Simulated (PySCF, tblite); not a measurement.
# C₄H₅NO: a rotation path, then NMR shifts and spin-spin couplings on frames, part 2 of 3

tblite 0.8.0 and PySCF 2.14.0. Atoms count from 0. The steps go on from the part before.

## Step 7: Shielding tensors: image 4, PBE0/pcSseg-1

Job settings and geometry (Å):

```
{"job": {"kind": "nmr", "xc": "PBE0", "basis": "pcSseg-1", "pop": false}, "charge": 0, "multiplicity": 1}
C      2.733800     0.437600    -0.110900
C      1.702500    -0.106800     0.176100
C      0.430800    -0.725400     0.444300
O      0.191600    -1.438100     1.380900
N     -0.501800    -0.350100    -0.575000
C     -1.624700     0.448400    -0.080300
H      3.639400     0.910900    -0.357500
H     -0.847800    -1.186300    -1.035600
H     -1.353400     0.923800     0.861500
H     -2.530100    -0.140600     0.083600
H     -1.834800     1.229300    -0.813000
```

With the program's defaults for keys left out, this is: GIAO PBE0/pcSseg-1 NMR shielding, non-relativistic, gas phase.

The log of the run:

```text
coarse grid: 9592 points
cycle   1  E = -284.7650698868  dE =  9.584e-01  |g| = 8.226e-01  |ddm| = 3.124e+00
cycle   2  E = -284.3795221049  dE =  3.855e-01  |g| = 1.642e+00  |ddm| = 2.118e+00
cycle   3  E = -284.8912075147  dE = -5.117e-01  |g| = 2.083e-01  |ddm| = 1.516e+00
cycle   4  E = -284.9005108928  dE = -9.303e-03  |g| = 6.741e-02  |ddm| = 2.869e-01
cycle   5  E = -284.9013762637  dE = -8.654e-04  |g| = 1.740e-02  |ddm| = 5.568e-02
cycle   6  E = -284.9014387047  dE = -6.244e-05  |g| = 4.771e-03  |ddm| = 1.767e-02
cycle   7  E = -284.9014429135  dE = -4.209e-06  |g| = 1.816e-03  |ddm| = 4.576e-03
final grid: 93896 points
cycle   8  E = -284.9470228122  dE = -2.975e-06  |g| = 1.294e-02  |ddm| = 3.743e-02
cycle   9  E = -284.9469189877  dE =  1.038e-04  |g| = 2.674e-02  |ddm| = 2.858e-02
cycle  10  E = -284.9470549702  dE = -1.360e-04  |g| = 1.894e-03  |ddm| = 2.004e-02
cycle  11  E = -284.9470557394  dE = -7.692e-07  |g| = 3.286e-04  |ddm| = 1.332e-03
cycle  12  E = -284.9470557525  dE = -1.304e-08  |g| = 2.404e-04  |ddm| = 3.936e-04
cycle  13  E = -284.9470557666  dE = -1.415e-08  |g| = 3.924e-05  |ddm| = 1.684e-04
cycle  14  E = -284.9470557670  dE = -3.590e-10  |g| = 8.897e-06  |ddm| = 3.979e-05
converged SCF energy = -284.9470557670

GIAO shielding tensors (ppm)
atom      isotropic    diamagn.    paramagn.     s11        s22        s33       span
  0 C       98.052     256.467    -158.415     29.793     63.102    201.261    171.468
  1 C      102.793     257.246    -154.453     -1.834     17.112    293.101    294.935
  2 C        8.803     245.801    -236.998    -96.220     38.132     84.495    180.715
  3 O     -290.382     401.266    -691.649   -730.537   -455.689    315.079   1045.616
  4 N      186.345     325.209    -138.865    137.769    164.758    256.507    118.738
  5 C      152.915     244.616     -91.701    125.199    145.549    187.998     62.799
  6 H       28.767      32.827      -4.061     25.068     25.277     35.955     10.887
  7 H       30.194      32.882      -2.688     23.699     28.983     37.901     14.202
  8 H       29.312      29.496      -0.184     26.271     27.692     33.973      7.701
  9 H       28.716      28.744      -0.028     24.053     27.003     35.091     11.037
 10 H       28.778      28.692       0.087     23.578     27.437     35.321     11.743
```

It took 15 s on 1 thread of Arm Neoverse N1, shared host; peak memory 0.61 GiB.

In short: δ C2 178.1, C0 88.9, C1 84.1, C5 34.0, H9 3.00, H6 2.95 ppm.

## Step 8: Spin-spin couplings: image 4, B3LYP/pcJ-1

The job, as its differences from that of step 7:

```diff
@@ -1,2 +1,2 @@
-{"job": {"kind": "nmr", "xc": "PBE0", "basis": "pcSseg-1", "pop": false}, "charge": 0, "multiplicity": 1}
+{"job": {"kind": "j", "xc": "B3LYP", "basis": "pcJ-1"}, "charge": 0, "multiplicity": 1}
 C      2.733800     0.437600    -0.110900
```

With the program's defaults for keys left out, this is: B3LYP/pcJ-1 indirect spin-spin coupling, non-relativistic, gas phase.

The log of the run:

```text
coarse grid: 9592 points
cycle   1  E = -285.1116682391  dE =  9.063e-01  |g| = 8.973e-01  |ddm| = 2.970e+00
cycle   2  E = -284.5964655525  dE =  5.152e-01  |g| = 1.866e+00  |ddm| = 2.058e+00
cycle   3  E = -285.2504094808  dE = -6.539e-01  |g| = 2.684e-01  |ddm| = 1.562e+00
cycle   4  E = -285.2654800930  dE = -1.507e-02  |g| = 9.122e-02  |ddm| = 3.073e-01
cycle   5  E = -285.2669683055  dE = -1.488e-03  |g| = 2.789e-02  |ddm| = 6.885e-02
cycle   6  E = -285.2671035310  dE = -1.352e-04  |g| = 1.261e-02  |ddm| = 2.464e-02
cycle   7  E = -285.2671380017  dE = -3.447e-05  |g| = 4.326e-03  |ddm| = 9.112e-03
cycle   8  E = -285.2671419944  dE = -3.993e-06  |g| = 1.155e-03  |ddm| = 3.229e-03
final grid: 93896 points
cycle   9  E = -285.3254914871  dE = -1.094e-04  |g| = 6.889e-03  |ddm| = 1.808e-02
cycle  10  E = -285.3254681194  dE =  2.337e-05  |g| = 1.271e-02  |ddm| = 1.244e-02
cycle  11  E = -285.3254996601  dE = -3.154e-05  |g| = 2.190e-03  |ddm| = 9.449e-03
cycle  12  E = -285.3255005501  dE = -8.900e-07  |g| = 5.229e-04  |ddm| = 1.633e-03
cycle  13  E = -285.3255006045  dE = -5.438e-08  |g| = 1.801e-04  |ddm| = 4.087e-04
cycle  14  E = -285.3255006108  dE = -6.262e-09  |g| = 7.527e-05  |ddm| = 1.412e-04
cycle  15  E = -285.3255006121  dE = -1.393e-09  |g| = 1.078e-05  |ddm| = 5.385e-05
cycle  16  E = -285.3255006122  dE = -2.467e-11  |g| = 3.321e-06  |ddm| = 9.626e-06
converged SCF energy = -285.3255006122

Indirect spin-spin couplings (Hz)
  i      j    bonds     total        FC       PSO       DSO        SD
  0 C    1 C    1    196.610   188.899     7.604     0.107         -
  0 C    2 C    2     17.852    16.814     1.139    -0.101         -
  0 C    3 O    3     -4.524    -1.123    -3.462     0.061         -
  0 C    4 N    3     -2.724    -2.621    -0.257     0.021     0.134
  0 C    6 H    1    268.711   270.346    -2.024     0.389         -
  0 C    7 H    4      0.645     0.550     0.479    -0.384         -
  0 C    9 H    5      0.330     0.296     0.347    -0.313         -
  1 C    2 C    1    120.802   123.133    -2.651     0.320         -
  1 C    3 O    2     -4.755    -5.696     0.905     0.036         -
  1 C    4 N    2    -19.843   -19.801    -0.011    -0.020    -0.010
  1 C    5 C    3      0.760     0.725     0.069    -0.035         -
  1 C    6 H    2     50.193    45.499     5.877    -1.183         -
  1 C    7 H    3      2.951     2.911     0.398    -0.358         -
  1 C    9 H    4      0.173     0.158     0.343    -0.328         -
  1 C   10 H    4     -0.245    -0.273     0.171    -0.144         -
  2 C    3 O    1     31.174    13.757    17.507    -0.090         -
  2 C    4 N    1     -3.866    -4.628     1.283    -0.124    -0.397
  2 C    5 C    2     -2.060    -1.787    -0.292     0.019         -
  2 C    6 H    3      4.717     4.661     0.458    -0.402         -
  2 C    7 H    2     -3.146    -3.080     0.046    -0.112         -
  2 C    8 H    3      6.965     6.844    -0.235     0.357         -
  2 C    9 H    3     -0.162     0.005     0.032    -0.199         -
  2 C   10 H    3      7.971     7.965     0.353    -0.346         -
  3 O    4 N    2     -1.521    -0.419    -1.212    -0.021     0.131
  3 O    5 C    3     -1.044    -1.095     0.031     0.020         -
  3 O    6 H    4      0.175     0.646    -0.679     0.208         -
  3 O    7 H    3     -1.245    -1.189    -0.199     0.142         -
  3 O    8 H    4     -0.292    -0.090    -0.175    -0.026         -
  4 N    5 C    1     -3.992    -2.674    -0.439    -0.081    -0.799
  4 N    6 H    4      1.041     1.090    -0.112     0.102    -0.040
  4 N    7 H    1    -70.658   -67.274    -2.797    -0.386    -0.201
  4 N    8 H    2      0.273     0.563    -0.346     0.066    -0.010
  4 N    9 H    2      0.550     0.712    -0.283     0.104     0.017
  4 N   10 H    2     -6.275    -6.211    -0.151     0.049     0.038
  5 C    7 H    2     -2.698    -2.862     0.552    -0.388         -
  5 C    8 H    1    138.141   136.842     0.583     0.716         -
  5 C    9 H    1    141.888   140.590     0.629     0.669         -
  5 C   10 H    1    146.447   145.211     0.585     0.651         -
  6 H    7 H    5     -0.317    -0.215     1.223    -1.325         -
  6 H    9 H    6     -0.264    -0.187     0.994    -1.071         -
  7 H    8 H    3     10.940    11.022     3.259    -3.342         -
  7 H    9 H    3     12.254    12.288    -0.185     0.151         -
  7 H   10 H    3     -0.754    -0.592     1.810    -1.972         -
  8 H    9 H    2    -14.606   -14.633     2.506    -2.478         -
  8 H   10 H    2    -14.417   -14.428     2.569    -2.558         -
  9 H   10 H    2     -9.147    -9.163     2.754    -2.739         -
```

Wall time 42 s (1 thread of Arm Neoverse N1, shared host); peak memory 0.87 GiB.

Key values: J(C0,H6) 268.7 Hz, J(C0,C1) 196.6 Hz, J(C5,H8) 142.2 Hz (means over like pairs).

## Step 9: NMR shieldings: image 6, PBE0/pcSseg-1

Job settings and geometry (Å):

```
{"job": {"kind": "nmr", "xc": "PBE0", "basis": "pcSseg-1", "pop": false}, "charge": 0, "multiplicity": 1}
C      2.452000     0.675700     0.058600
C      1.452400     0.035000     0.237500
C      0.447800    -1.003900     0.301300
O      0.719600    -2.121100     0.691200
N     -0.763900    -0.694700    -0.228600
C     -1.426600     0.585900    -0.174100
H      3.303300     1.273300    -0.093500
H     -1.356300    -1.500300    -0.371700
H     -0.926800     1.229400     0.548600
H     -2.457400     0.435600     0.149400
H     -1.438600     1.087800    -1.144700
```

Level: GIAO PBE0/pcSseg-1 NMR shielding, non-relativistic, gas phase.

The log of the run:

```text
coarse grid: 9592 points
cycle   1  E = -284.7837063866  dE =  1.024e+00  |g| = 8.475e-01  |ddm| = 3.056e+00
cycle   2  E = -284.1986513419  dE =  5.851e-01  |g| = 1.888e+00  |ddm| = 3.208e+00
cycle   3  E = -284.9172807950  dE = -7.186e-01  |g| = 2.266e-01  |ddm| = 2.511e+00
cycle   4  E = -284.9281266547  dE = -1.085e-02  |g| = 8.809e-02  |ddm| = 2.755e-01
cycle   5  E = -284.9295164880  dE = -1.390e-03  |g| = 3.311e-02  |ddm| = 7.155e-02
cycle   6  E = -284.9297421478  dE = -2.257e-04  |g| = 1.204e-02  |ddm| = 3.119e-02
cycle   7  E = -284.9297728013  dE = -3.065e-05  |g| = 4.634e-03  |ddm| = 9.181e-03
cycle   8  E = -284.9297774853  dE = -4.684e-06  |g| = 1.116e-03  |ddm| = 3.808e-03
final grid: 93896 points
cycle   9  E = -284.9746739521  dE = -9.616e-06  |g| = 1.247e-02  |ddm| = 3.545e-02
cycle  10  E = -284.9745704120  dE =  1.035e-04  |g| = 2.622e-02  |ddm| = 3.425e-02
cycle  11  E = -284.9747042898  dE = -1.339e-04  |g| = 1.860e-03  |ddm| = 2.484e-02
cycle  12  E = -284.9747050300  dE = -7.401e-07  |g| = 2.544e-04  |ddm| = 1.581e-03
cycle  13  E = -284.9747050390  dE = -9.011e-09  |g| = 1.671e-04  |ddm| = 3.349e-04
cycle  14  E = -284.9747050448  dE = -5.819e-09  |g| = 6.784e-05  |ddm| = 1.590e-04
cycle  15  E = -284.9747050459  dE = -1.069e-09  |g| = 1.426e-05  |ddm| = 4.970e-05
cycle  16  E = -284.9747050459  dE = -4.241e-11  |g| = 4.439e-06  |ddm| = 1.298e-05
converged SCF energy = -284.9747050459

GIAO shielding tensors (ppm)
atom      isotropic    diamagn.    paramagn.     s11        s22        s33       span
  0 C       98.980     257.392    -158.412     30.721     42.191    224.029    193.308
  1 C      106.342     262.593    -156.251      2.784     18.985    297.258    294.474
  2 C       28.049     239.788    -211.738    -65.259     63.287     86.120    151.379
  3 O     -137.894     398.705    -536.599   -438.094   -263.104    287.516    725.610
  4 N      148.878     325.737    -176.860     43.272    157.338    246.022    202.750
  5 C      156.991     244.155     -87.164    134.510    149.449    187.014     52.503
  6 H       29.218      32.560      -3.342     24.855     25.224     37.576     12.721
  7 H       27.554      32.694      -5.141     21.699     26.510     34.452     12.753
  8 H       28.430      29.096      -0.666     24.655     28.105     32.531      7.876
  9 H       28.860      28.050       0.809     24.117     27.249     35.214     11.097
 10 H       28.642      28.555       0.086     24.152     26.563     35.210     11.059
```

It took 16 s on 1 thread of Arm Neoverse N1, shared host; peak memory 0.61 GiB.

Key values: δ C2 158.9, C0 87.9, C1 80.6, C5 29.9, H7 4.16, H8 3.29 ppm.

## Step 10: J couplings: image 6, B3LYP/pcJ-1

The job, as its differences from that of step 9:

```diff
@@ -1,2 +1,2 @@
-{"job": {"kind": "nmr", "xc": "PBE0", "basis": "pcSseg-1", "pop": false}, "charge": 0, "multiplicity": 1}
+{"job": {"kind": "j", "xc": "B3LYP", "basis": "pcJ-1"}, "charge": 0, "multiplicity": 1}
 C      2.452000     0.675700     0.058600
```

Method: B3LYP/pcJ-1 indirect spin-spin coupling, non-relativistic, gas phase.

The log of the run:

```text
coarse grid: 9592 points
cycle   1  E = -285.1305674844  dE =  9.675e-01  |g| = 9.188e-01  |ddm| = 2.934e+00
cycle   2  E = -284.3404190478  dE =  7.901e-01  |g| = 2.147e+00  |ddm| = 2.915e+00
cycle   3  E = -285.2725043801  dE = -9.321e-01  |g| = 3.056e-01  |ddm| = 2.350e+00
cycle   4  E = -285.2916645216  dE = -1.916e-02  |g| = 1.248e-01  |ddm| = 3.198e-01
cycle   5  E = -285.2941554351  dE = -2.491e-03  |g| = 5.652e-02  |ddm| = 9.636e-02
cycle   6  E = -285.2948141810  dE = -6.587e-04  |g| = 1.974e-02  |ddm| = 4.578e-02
cycle   7  E = -285.2949011388  dE = -8.696e-05  |g| = 6.644e-03  |ddm| = 1.397e-02
cycle   8  E = -285.2949104018  dE = -9.263e-06  |g| = 1.493e-03  |ddm| = 4.668e-03
final grid: 93896 points
cycle   9  E = -285.3524620674  dE = -1.110e-04  |g| = 7.827e-03  |ddm| = 2.737e-02
cycle  10  E = -285.3524237758  dE =  3.829e-05  |g| = 1.576e-02  |ddm| = 1.653e-02
cycle  11  E = -285.3524728625  dE = -4.909e-05  |g| = 2.315e-03  |ddm| = 1.307e-02
cycle  12  E = -285.3524738729  dE = -1.010e-06  |g| = 4.930e-04  |ddm| = 1.877e-03
cycle  13  E = -285.3524739244  dE = -5.145e-08  |g| = 1.045e-04  |ddm| = 3.692e-04
cycle  14  E = -285.3524739268  dE = -2.446e-09  |g| = 2.625e-05  |ddm| = 9.991e-05
cycle  15  E = -285.3524739268  dE = -2.274e-11  |g| = 2.326e-05  |ddm| = 3.017e-05
converged SCF energy = -285.3524739268

Indirect spin-spin couplings (Hz)
  i      j    bonds     total        FC       PSO       DSO        SD
  0 C    1 C    1    193.199   185.299     7.788     0.111         -
  0 C    2 C    2     16.535    15.926     0.701    -0.092         -
  0 C    3 O    3     -1.772    -0.931    -0.892     0.051         -
  0 C    4 N    3     -2.336    -1.984    -0.276     0.031    -0.106
  0 C    5 C    4      0.261     0.249     0.050    -0.039         -
  0 C    6 H    1    266.381   267.628    -1.645     0.398         -
  0 C    7 H    4      1.902     1.834     0.568    -0.500         -
  0 C    8 H    5      0.170     0.311    -0.140    -0.001         -
  0 C    9 H    5      0.407     0.397     0.324    -0.313         -
  1 C    2 C    1    112.187   114.028    -2.173     0.332         -
  1 C    3 O    2     -4.345    -4.433     0.061     0.028         -
  1 C    4 N    2    -15.675   -15.684    -0.014    -0.010     0.033
  1 C    5 C    3      0.041     0.037    -0.025     0.029         -
  1 C    6 H    2     49.513    44.736     5.952    -1.176         -
  1 C    7 H    3      9.316     9.313     0.593    -0.590         -
  1 C    8 H    4     -0.184    -0.334    -0.250     0.400         -
  1 C    9 H    4     -0.594    -0.615     0.305    -0.283         -
  1 C   10 H    4     -0.330    -0.380     0.042     0.008         -
  2 C    3 O    1     27.709    14.667    13.146    -0.104         -
  2 C    4 N    1    -21.154   -24.412     3.385    -0.132     0.006
  2 C    5 C    2      1.440     1.734    -0.267    -0.027         -
  2 C    6 H    3      4.266     4.238     0.422    -0.394         -
  2 C    7 H    2      0.364     1.576    -0.900    -0.312         -
  2 C    8 H    3      6.739     6.837    -0.292     0.195         -
  2 C    9 H    3      5.486     5.506     0.342    -0.363         -
  2 C   10 H    3      1.370     1.480     0.159    -0.269         -
  3 O    4 N    2      0.638     2.483    -2.887    -0.018     1.060
  3 O    5 C    3      0.481     0.234     0.182     0.064         -
  3 O    6 H    4      0.692     0.691    -0.191     0.193         -
  3 O    7 H    3      1.319    -0.377     1.657     0.039         -
  3 O    8 H    4      0.224    -0.062     0.099     0.187         -
  3 O    9 H    4     -0.274    -0.333    -0.130     0.189         -
  3 O   10 H    4     -0.930    -1.078    -0.093     0.241         -
  4 N    5 C    1    -12.027   -11.050    -0.192    -0.087    -0.697
  4 N    7 H    1    -91.322   -88.366    -2.271    -0.426    -0.259
  4 N    8 H    2      1.392     1.582    -0.232     0.056    -0.014
  4 N    9 H    2      0.873     1.035    -0.230     0.063     0.005
  4 N   10 H    2     -1.163    -1.055    -0.171     0.072    -0.009
  5 C    6 H    5     -0.335    -0.315     0.177    -0.197         -
  5 C    7 H    2      3.479     3.399     0.617    -0.537         -
  5 C    8 H    1    140.792   139.492     0.587     0.713         -
  5 C    9 H    1    141.529   140.163     0.703     0.663         -
  5 C   10 H    1    145.186   143.915     0.605     0.665         -
  6 H    9 H    6     -0.333    -0.248     1.007    -1.092         -
  6 H   10 H    6     -0.160    -0.067     0.469    -0.561         -
  7 H    8 H    3      9.464     9.563     3.308    -3.408         -
  7 H    9 H    3      8.971     9.043    -0.012    -0.060         -
  7 H   10 H    3      0.357     0.517     1.981    -2.141         -
  8 H    9 H    2    -15.498   -15.508     2.599    -2.589         -
  8 H   10 H    2    -12.720   -12.764     2.624    -2.579         -
  9 H   10 H    2    -12.768   -12.798     2.730    -2.700         -
```

It took 42 s on 1 thread of Arm Neoverse N1, shared host; peak memory 0.87 GiB.

Key values: J(C0,H6) 266.4 Hz, J(C0,C1) 193.2 Hz, J(C5,H8) 142.5 Hz (means over like pairs).

## Step 11: NMR shieldings: image 8, PBE0/pcSseg-1

Job settings and geometry (Å):

```
{"job": {"kind": "nmr", "xc": "PBE0", "basis": "pcSseg-1", "pop": false}, "charge": 0, "multiplicity": 1}
C      2.309600     0.761100     0.277100
C      1.412800    -0.033300     0.209300
C      0.452200    -1.115800     0.150300
O      0.782600    -2.276400     0.285400
N     -0.829500    -0.742200    -0.064900
C     -1.329800     0.594600    -0.242400
H      3.073500     1.480300     0.332100
H     -1.497200    -1.499300    -0.108300
H     -0.500300     1.296300    -0.174100
H     -2.063800     0.836600     0.530500
H     -1.804800     0.700900    -1.221000
```

With the program's defaults for keys left out, this is: GIAO PBE0/pcSseg-1 NMR shielding, non-relativistic, gas phase.

The log of the run:

```text
coarse grid: 9592 points
cycle   1  E = -284.7870179980  dE =  1.037e+00  |g| = 8.545e-01  |ddm| = 3.105e+00
cycle   2  E = -284.1730276798  dE =  6.140e-01  |g| = 1.924e+00  |ddm| = 3.622e+00
cycle   3  E = -284.9238594135  dE = -7.508e-01  |g| = 2.219e-01  |ddm| = 2.873e+00
cycle   4  E = -284.9341908415  dE = -1.033e-02  |g| = 8.890e-02  |ddm| = 2.622e-01
cycle   5  E = -284.9356052210  dE = -1.414e-03  |g| = 3.376e-02  |ddm| = 7.167e-02
cycle   6  E = -284.9358414292  dE = -2.362e-04  |g| = 1.201e-02  |ddm| = 3.171e-02
cycle   7  E = -284.9358717334  dE = -3.030e-05  |g| = 4.687e-03  |ddm| = 9.278e-03
cycle   8  E = -284.9358765472  dE = -4.814e-06  |g| = 1.066e-03  |ddm| = 3.751e-03
final grid: 93896 points
cycle   9  E = -284.9810762790  dE = -7.866e-06  |g| = 1.233e-02  |ddm| = 3.377e-02
cycle  10  E = -284.9809751233  dE =  1.012e-04  |g| = 2.593e-02  |ddm| = 3.659e-02
cycle  11  E = -284.9811060400  dE = -1.309e-04  |g| = 1.824e-03  |ddm| = 2.671e-02
cycle  12  E = -284.9811067516  dE = -7.116e-07  |g| = 2.453e-04  |ddm| = 1.598e-03
cycle  13  E = -284.9811067585  dE = -6.876e-09  |g| = 1.848e-04  |ddm| = 3.331e-04
cycle  14  E = -284.9811067662  dE = -7.722e-09  |g| = 5.999e-05  |ddm| = 1.591e-04
cycle  15  E = -284.9811067670  dE = -8.216e-10  |g| = 1.272e-05  |ddm| = 4.728e-05
converged SCF energy = -284.9811067670

GIAO shielding tensors (ppm)
atom      isotropic    diamagn.    paramagn.     s11        s22        s33       span
  0 C       99.665     256.569    -156.904     36.303     38.421    224.272    187.969
  1 C      108.386     261.470    -153.084      8.494     20.235    296.429    287.935
  2 C       31.101     239.524    -208.422    -61.361     71.913     82.752    144.113
  3 O     -101.229     398.675    -499.904   -378.842   -227.249    302.405    681.247
  4 N      141.396     326.344    -184.948     29.179    155.654    239.355    210.176
  5 C      155.571     244.958     -89.388    134.932    146.219    185.561     50.629
  6 H       29.215      32.723      -3.507     24.818     25.214     37.613     12.795
  7 H       27.309      32.387      -5.078     21.599     26.224     34.105     12.506
  8 H       27.672      29.677      -2.005     23.529     28.882     30.604      7.074
  9 H       28.700      28.424       0.276     23.924     26.661     35.515     11.591
 10 H       28.703      28.431       0.271     23.926     26.665     35.516     11.590
```

Wall time 15 s (1 thread of Arm Neoverse N1, shared host); peak memory 0.61 GiB.

Key values: δ C2 155.8, C0 87.3, C1 78.5, C5 31.4, H7 4.41, H8 4.05 ppm.

(Continued in part 3 of 3.)
